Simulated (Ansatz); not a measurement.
System: NaCdAsS3 (P2₁/c, No. 14; cell taken from a computed entry). Method: PBE0 in Ansatz (plane waves, PAW).

Numerical settings: plane-wave cutoff 460 eV, 6×2×4 k mesh (along the axes of the cell as run), Fermi–Dirac smearing 0.01 eV, scalar-relativistic PAW data made under PBE.

Cell (relaxed with PBEsol):

```
CELL_PARAMETERS angstrom
      5.62347     0.00000    -0.01342
      0.00000    16.38080     0.00000
     -5.51608     0.00000     5.68262
ATOMIC_POSITIONS crystal
  Na 0.20487 0.92507 0.73557
  Na 0.79513 0.07493 0.26443
  Na 0.79513 0.42507 0.76443
  Na 0.20487 0.57493 0.23557
  Cd 0.76667 0.75023 0.76094
  Cd 0.23333 0.24977 0.23906
  Cd 0.23333 0.25023 0.73906
  Cd 0.76667 0.74977 0.26094
  As 0.28405 0.59875 0.77074
  As 0.71595 0.40125 0.22926
  As 0.71595 0.09875 0.72926
  As 0.28405 0.90125 0.27074
  S  0.63817 0.90256 0.66909
  S  0.36183 0.09744 0.33091
  S  0.36183 0.40256 0.83091
  S  0.63817 0.59744 0.16909
  S  0.64688 0.59717 0.72983
  S  0.35312 0.40283 0.27017
  S  0.35312 0.09717 0.77017
  S  0.64688 0.90283 0.22983
  S  0.19478 0.76245 0.22292
  S  0.80522 0.23755 0.77708
  S  0.80522 0.26245 0.27708
  S  0.19478 0.73755 0.72292
```

### Question
Give the computed band gap, smallest direct gap on the k points sampled and direct gap at Γ.

### Answer

* **band gap**: 3.53 eV
* **smallest direct gap on the k points sampled**: 3.57 eV
* **direct gap at Γ**: 3.99 eV

Note: cell and atoms aren't relaxed at this level (largest force component 0.31 eV/Å, pressure 1.0 GPa).

Spin–orbit coupling is not included.

Ansatz is a first-principles code.
